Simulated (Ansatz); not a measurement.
The first iterations of a band of AlH6NO (9 atoms, charge 0, multiplicity 1).

The calculation used Ansatz 0.2.0, RKS PBE-D4/cc-pVDZ.

```json
{
  "movable images": "7",
  "climbing image": "yes",
  "spring": "5.0 eV/Å²",
  "optimiser": "quadratic models (default)",
  "start path": "through a guess of the saddle point",
  "force threshold": "0.05 eV/Å",
  "iteration limit": "60",
  "end points": "relaxed"
}
```

Initial state:

```xyz
9
Properties=species:S:1:pos:R:3
Al -0.067 0.155 0.246
O -0.464 -0.228 1.948
H -0.727 -1.126 2.211
H 1.419 -0.222 -0.279
H -1.292 0.215 -0.813
N 0.142 2.137 0.858
H 1.083 2.545 0.771
H -0.529 2.808 0.460
H -0.070 2.041 1.867
```

Final state:

```xyz
9
Properties=species:S:1:pos:R:3
Al 0.100 0.376 0.011
O -0.160 -0.056 1.985
H -1.062 -0.338 2.240
H 1.519 -0.239 -0.411
H -1.301 0.010 -0.696
N 0.134 2.121 0.792
H 1.018 2.648 0.821
H -0.601 2.796 0.542
H -0.149 1.008 1.984
```

| iteration | highest image above the first end (eV) | largest band force component (eV/Å) |
| --- | --- | --- |
| 1 | 3.415 | 11.440 |
| 2 | 2.007 | 1.911 |
| 3 | 1.370 | 1.156 |
| 4 | 1.030 | 1.345 |

**Question.** Does the band converge within its limit, and where does its top end?

**Answer.** The run converged. It ended after 14 iterations with the highest image 0.669 eV above the first end. The top lies less than 8 meV above the higher end, about what the thresholds resolve: that end is a shoulder or a very shallow well. A vibrational analysis at the climbing image gives one clearly imaginary mode, 305i cm⁻¹: a first-order saddle point. The orbitals stay closed-shell, which can raise the energy where a bond breaks towards radicals; this wasn't checked here.

Time of the run: 4.1 min on 1 thread of AMD EPYC 7R43 64-Core Processor (Zen 3), with other jobs on the host, peak memory 0.13 GiB.
